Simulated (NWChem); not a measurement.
# NO2F (nitryl fluoride) at 6 levels

Wanted: a comparison of 6 runs (HF/STO-3G, HF/3-21G, B3LYP/6-31G*, B3LYP/cc-pVTZ, PBE0/cc-pVTZ, r2SCAN/cc-pVTZ) of NO2F (nitryl fluoride). 

The results are computed with NWChem 7.3.0.

1 further run of the same task is left out (it didn't finish).

### Step 1. The molecule

NO2F has 4 atoms, charge 0, and is taken as a singlet. As SMILES, `O=[N+]([O-])F`. Geometry: relaxed at PBE0-D4/def2-TZVP.

Bond lengths: O1–N2 1.170 Å, N2–O3 1.170 Å, N2–F4 1.442 Å. Angles: O1–N2–O3 135.6°, O1–N2–F4 112.2°, O3–N2–F4 112.2°.

### Step 2. Energy and forces at HF/STO-3G (run 1)

Contents of fno2.xyz:

```xyz
4
FNO2
O      0.188290     0.469930     1.120250
N      0.079720    -0.071800     0.089140
O      0.476580    -1.068680    -0.376880
F     -0.744590     0.670550    -0.832510
```

Contents of run.py:

```python
from ase.io import read
from ase.calculators.nwchem import NWChem

atoms = read('fno2.xyz')

calc = NWChem(
    label='fno2',
    theory='scf',
    memory='2200 mb',
    basis='STO-3G',
    basispar='spherical bse',
    scf={'nopen': '0', 'rhf': None, 'thresh': '1e-08', 'maxiter': '80'},
)
atoms.calc = calc

forces = atoms.get_forces()
e = atoms.get_potential_energy()
print(f"E = {e:.6f} eV")
print("forces (eV/A):")
for s, f in zip(atoms.symbols, forces):
    print(f"{s:2s} {f[0]:10.5f} {f[1]:10.5f} {f[2]:10.5f}")
print("dipole (e A):", atoms.get_dipole_moment().round(4))
```

The run is started by

```console
$ export ASE_NWCHEM_COMMAND="nwchem PREFIX.nwi > PREFIX.nwo"
$ python run.py
```

What it wrote:

```text
E = -8142.716036 eV
forces (eV/A):
O     1.21644    4.48899    9.30441
N    -5.64259    5.08173   -6.30877
O     3.73406   -8.94734   -3.76960
F     0.69214   -0.62339    0.77395
dipole (e A): [-0.0727  0.0654 -0.0812]
```

The calculator wrote fno2.nwi:

```
title "fno2"

permanent_dir fno2

scratch_dir fno2

start fno2

geometry units angstrom nocenter noautosym noautoz
  O  1.8829000000000001e-01 4.6993000000000001e-01 1.1202500000000000e+00
  N  7.9719999999999999e-02 -7.1800000000000003e-02 8.9139999999999997e-02
  O  4.7658000000000000e-01 -1.0686800000000001e+00 -3.7687999999999999e-01
  F  -7.4458999999999997e-01 6.7054999999999998e-01 -8.3250999999999997e-01
end

memory 2200 mb

basis spherical bse noprint
   * library STO-3G
end

scf
  nopen 0
  rhf
  thresh 1e-08
  maxiter 80
end

task scf gradient
```

fno2.nwo:

```text
Northwest Computational Chemistry Package (NWChem) 7.3.0
             --------------------------------------------------------

           Job information
           ---------------

    nwchem branch   = 7.3.0
    use scalapack   = T
    input           = fno2.nwi
    prefix          = fno2.
    data base       = fno2/fno2.db
    status          = startup
    nproc           =        1

           Memory information
           ------------------

    heap     =     72089596 doubles =      550.0 Mbytes
    stack    =     72089601 doubles =      550.0 Mbytes
    global   =    144179200 doubles =     1100.0 Mbytes (distinct from heap & stack)
    total    =    288358397 doubles =     2200.0 Mbytes
    verify   = yes
    hardfail = no

           Directory information
           ---------------------

  0 permanent = fno2
  0 scratch   = fno2

                                NWChem Input Module
                                -------------------

                                       fno2
                                       ----

[... 106 lines left out ...]
 Convergence threshold     :          1.000E-08
[... 13 lines left out ...]
       Final RHF  results
[... 3 lines left out ...]
      One-electron energy =   -662.460841477722
[... 1 line left out ...]
 Nuclear repulsion energy =    124.476515278695
[... 28 lines left out ...]
                       ROHF Final Molecular Orbital Analysis
[... 144 lines left out ...]
     1   1 0 0     -0.137292      0.000000     -1.557720
[... 8 lines of this table left out ...]
     2   0 0 2    -14.757439      0.000000     62.383874

                              NWChem Gradients Module
                              -----------------------

                                       fno2

  wavefunction    =   RHF

                         RHF ENERGY GRADIENTS

    atom               coordinates                        gradient
                 x          y          z           x          y          z
   1 O       0.355817   0.888039   2.116966   -0.023656  -0.087297  -0.180942
   2 N       0.150649  -0.135682   0.168450    0.109731  -0.098824   0.122686
   3 O       0.900606  -2.019512  -0.712200   -0.072616   0.173998   0.073307
   4 F      -1.407071   1.267156  -1.573216   -0.013460   0.012123  -0.015051

                 ----------------------------------------
                 |  Time  |  1-e(secs)   |  2-e(secs)   |
                 ----------------------------------------
                 |  CPU   |       0.00   |       0.07   |
                 ----------------------------------------
                 |  WALL  |       0.00   |       0.07   |
                 ----------------------------------------

 Task  times  cpu:        0.4s     wall:        0.4s
 Total times  cpu:        0.4s     wall:        0.4s
```

Run time: 1.2 s. Hardware: 1 thread of Intel Xeon 6975P-C (Granite Rapids), shared host; peak memory 0.1 GiB.

### Step 3. Energy and gradient at HF/3-21G (run 2)

Contents of sp.nw:

```
start sp
title "FNO2 hf"
memory 2200 mb

geometry units angstrom noautosym nocenter noautoz
  O        0.188290       0.469930       1.120250
  N        0.079720      -0.071800       0.089140
  O        0.476580      -1.068680      -0.376880
  F       -0.744590       0.670550      -0.832510
end

basis spherical bse
  * library 3-21G
end

scf
  thresh 1e-08
  maxiter 80
  print medium
end

task scf gradient
```

The run is started by

```console
$ nwchem sp.nw > sp.out
```

What it wrote:

```text
[...]
  functions       =    36
[...]
  wavefunction    = RHF
[...]
         Total SCF energy =   -301.681588368458
      One-electron energy =   -662.720956811434
      Two-electron energy =    236.562853164281
 Nuclear repulsion energy =    124.476515278695
        Time for solution =      0.3s
[...]
                         RHF ENERGY GRADIENTS
    atom               coordinates                        gradient
                 x          y          z           x          y          z
   1 O       0.355817   0.888039   2.116966   -0.006282  -0.017621  -0.040144
   2 N       0.150649  -0.135682   0.168450    0.025093  -0.022603   0.028058
   3 O       0.900606  -2.019512  -0.712200   -0.016778   0.038393   0.014359
   4 F      -1.407071   1.267156  -1.573216   -0.002032   0.001831  -0.002273
[...]
```

It took 0.91 s on 1 thread of Intel Xeon 6975P-C (Granite Rapids), shared host; peak memory 0.1 GiB.

### Step 4. Energy and gradient at B3LYP/6-31G(d) (spherical functions) (run 3)

Contents of run.py:

```python
from ase import Atoms
from ase.calculators.nwchem import NWChem

mol = Atoms(['O', 'N', 'O', 'F'], positions=[
    [0.188290, 0.469930, 1.120250],
    [0.079720, -0.071800, 0.089140],
    [0.476580, -1.068680, -0.376880],
    [-0.744590, 0.670550, -0.832510],
])

calc = NWChem(
    label='fno2',
    theory='dft',
    memory='2200 mb',
    basis='6-31G*',
    basispar='spherical bse',
    dft={'xc': 'b3lyp', 'mult': '1', 'grid': 'xfine', 'convergence': 'energy 1e-08', 'iterations': '100', 'mulliken': None, 'print': 'low'},
)
mol.calc = calc

forces = mol.get_forces()
print(f"energy = {mol.get_potential_energy():.6f} eV")
print("forces (eV/A):")
for s, f in zip(mol.symbols, forces):
    print(f"{s:2s} {f[0]:10.5f} {f[1]:10.5f} {f[2]:10.5f}")
```

The run is started by

```console
$ export ASE_NWCHEM_COMMAND="nwchem PREFIX.nwi > PREFIX.nwo"
$ python run.py
```

What it wrote:

```text
energy = -8296.037490 eV
forces (eV/A):
O     0.23191    0.80049    1.69528
N    -0.57120    0.51453   -0.63897
O     0.68695   -1.62802   -0.66772
F    -0.34761    0.31301   -0.38860
```

The calculator wrote fno2.nwi:

```
title "fno2"

permanent_dir fno2

scratch_dir fno2

start fno2

geometry units angstrom nocenter noautosym noautoz
  O  1.8829000000000001e-01 4.6993000000000001e-01 1.1202500000000000e+00
  N  7.9719999999999999e-02 -7.1800000000000003e-02 8.9139999999999997e-02
  O  4.7658000000000000e-01 -1.0686800000000001e+00 -3.7687999999999999e-01
  F  -7.4458999999999997e-01 6.7054999999999998e-01 -8.3250999999999997e-01
end

memory 2200 mb

basis spherical bse noprint
   * library 6-31G*
end

dft
  xc b3lyp
  mult 1
  grid xfine
  convergence energy 1e-08
  iterations 100
  mulliken
  print low
end

task dft gradient
```

fno2.nwo:

```text
Northwest Computational Chemistry Package (NWChem) 7.3.0
             --------------------------------------------------------

           Job information
           ---------------

    nwchem branch   = 7.3.0
    use scalapack   = T
    input           = fno2.nwi
    prefix          = fno2.
    data base       = fno2/fno2.db
    status          = startup
    nproc           =        1

           Memory information
           ------------------

    heap     =     72089596 doubles =      550.0 Mbytes
    stack    =     72089601 doubles =      550.0 Mbytes
    global   =    144179200 doubles =     1100.0 Mbytes (distinct from heap & stack)
    total    =    288358397 doubles =     2200.0 Mbytes
    verify   = yes
    hardfail = no

           Directory information
           ---------------------

  0 permanent = fno2
  0 scratch   = fno2

                                NWChem Input Module
                                -------------------

                                       fno2
                                       ----

[... 24 lines left out ...]
            Nuclear Dipole moment (a.u.)
[... 59 lines left out ...]
   convergence    iter        energy       DeltaE   RMS-Dens  Diis-err    time
[... 13 lines left out ...]
         Total DFT energy =     -304.873756985952
      One electron energy =     -666.220753320839
           Coulomb energy =      271.322051998643
    Exchange-Corr. energy =      -34.451570942450
 Nuclear repulsion energy =      124.476515278695
[... 9 lines left out ...]
    Atom       Charge   Shell Charges
 -----------   ------   -------------------------------------------------------
    1 O    8     8.28   2.00  0.94  2.85  0.97  1.47  0.04
    2 N    7     6.18   2.00  0.85  2.35  0.26  0.53  0.19
    3 O    8     8.28   2.00  0.94  2.85  0.97  1.47  0.04
    4 F    9     9.26   2.00  0.95  3.26  1.05  1.99  0.02

     -------------------------------------------
      Total Density - Lowdin Population Analysis
     -------------------------------------------

    Atom       Charge   Shell Charges
 -----------   ------   -------------------------------------------------------
    1 O    8     8.09   1.99  0.87  2.71  0.71  1.71  0.09
    2 N    7     6.68   1.99  0.61  2.06  0.39  1.17  0.46
    3 O    8     8.09   1.99  0.87  2.71  0.71  1.71  0.09
    4 F    9     9.14   1.99  0.96  3.15  0.87  2.13  0.04

                         DFT ENERGY GRADIENTS

    atom               coordinates                        gradient
                 x          y          z           x          y          z
   1 O       0.355817   0.888039   2.116966   -0.004510  -0.015567  -0.032968
   2 N       0.150649  -0.135682   0.168450    0.011108  -0.010006   0.012426
   3 O       0.900606  -2.019512  -0.712200   -0.013359   0.031660   0.012985
   4 F      -1.407071   1.267156  -1.573216    0.006760  -0.006087   0.007557

 Task  times  cpu:        7.1s     wall:        7.1s
 Total times  cpu:        7.1s     wall:        7.1s
```

It took 8.1 s on 1 thread of Intel Xeon 6975P-C (Granite Rapids), shared host; peak memory 0.12 GiB.

Runs 4 to 5 aren't shown in full; the table further down has their settings and results.

### Step 5. Energy and gradient at r2SCAN/cc-pVTZ (run 6)

Contents of test.nw:

```
START test
TITLE "FNO2 gradient"
memory 2200 mb

GEOMETRY noautosym nocenter noautoz
  O     0.188290    0.469930    1.120250
  N     0.079720   -0.071800    0.089140
  O     0.476580   -1.068680   -0.376880
  F    -0.744590    0.670550   -0.832510
END

BASIS spherical bse
  * library cc-pVTZ
END

DFT
  xc r2scan
  grid fine
  convergence energy 1e-08
  maxiter 100
  mulliken
  noprint "final vectors analysis"
END

TASK dft gradient
```

The run is started by

```console
$ nwchem test.nw > test.out
```

What it wrote:

```text
[...]
          Wavefunction type:  closed shell.
          No. of atoms     :     4
          No. of electrons :    32
[...]
          Charge           :     0
          Spin multiplicity:     1
[...]
          AO basis - number of functions:   120
[...]
              XC Information
              --------------
                      r^2SCAN Method XC Functional
               r^2SCAN metaGGA Exchange Functional  1.000
                     r^2SCAN Correlation Potential  1.000
[...]
 d= 0,ls=0.0,diis     1   -304.5887154604 -4.29D+02  1.18D-02  3.15D+00     2.3
[...]
 d= 0,ls=0.0,diis    10   -304.8873800908 -1.36D-09  4.38D-07  1.74D-08    18.9
         Total DFT energy =     -304.887380090790
      One electron energy =     -666.352069315167
           Coulomb energy =      271.309866387978
    Exchange-Corr. energy =      -34.321692442295
 Nuclear repulsion energy =      124.476515278695
[...]
      Total Density - Mulliken Population Analysis
     ---------------------------------------------
    Atom       Charge   Shell Charges
 -----------   ------   -------------------------------------------------------
    1 O    8     8.17   1.95  0.26  1.02  0.59  1.26  2.05  0.99  0.01  0.04  0.00
    2 N    7     6.49   1.95  0.24  0.89  0.11  0.97  1.62  0.39  0.04  0.26  0.02
    3 O    8     8.17   1.95  0.26  1.02  0.59  1.26  2.05  0.99  0.01  0.04  0.00
    4 F    9     9.18   1.94  0.29  1.07  0.65  1.55  2.34  1.32  0.00  0.01  0.00
[...]
  wavefunction    = closed shell
                         DFT ENERGY GRADIENTS
    atom               coordinates                        gradient
                 x          y          z           x          y          z
   1 O       0.355817   0.888039   2.116966   -0.001454  -0.007839  -0.014644
   2 N       0.150649  -0.135682   0.168450   -0.002956   0.002660  -0.003297
   3 O       0.900606  -2.019512  -0.712200   -0.005578   0.014174   0.006775
   4 F      -1.407071   1.267156  -1.573216    0.009988  -0.008994   0.011166
[...]
```

Wall time 29 s (1 thread of Intel Xeon 6975P-C (Granite Rapids), shared host); peak memory 0.13 GiB.

### Step 6. Overview of the runs

| run | level | iteration cap | module | energy (Eh) | dipole moment (D) | HOMO energy (eV) | LUMO energy (eV) | wall time |
| --- | --- | --- | --- | --- | --- | --- | --- | --- |
| 1 | HF/STO-3G | 80 | scf | -299.239297 | 0.61 | -9.95 | 5.46 | 1.2 s |
| 2 | HF/3-21G | 80 | scf | -301.681588 | 0.00 | -14.11 | 1.67 | 0.91 s |
| 3 | B3LYP/6-31G* (spherical functions) | 100 | dft | -304.873757 | – | – | – | 8.1 s |
| 4 | B3LYP/cc-pVTZ | 100 | dft | -305.008654 | 0.29 | -10.04 | -2.77 | 27 s |
| 5 | PBE0/cc-pVTZ | 100 | dft | -304.704629 | 0.28 | -10.33 | -2.42 | 27 s |
| 6 | r2SCAN/cc-pVTZ | 100 | dft | -304.887380 | 0.33 | – | – | 29 s |

### Step 7. What came out

```
                       quantity          value
            run 6: total energy  -304.88738 Eh
           run 6: dipole moment         0.33 D
run 6: largest force on an atom     0.899 eV/Å
```

**Reading.** Over runs 1, 2, 4, 5, 6 the dipole moment (its size) runs from 0.00 D (HF/3-21G) to 0.61 D (HF/STO-3G). Over runs 1, 2, 4, 5 the HOMO–LUMO gap runs from 7.27 eV (B3LYP/cc-pVTZ) to 15.78 eV (HF/3-21G). The two ends differ in method and basis. Totals of different functionals can't be ranked against each other. In run 1 the basis is minimal, so the values are rough. All runs together took 93 s, the longest 29 s.
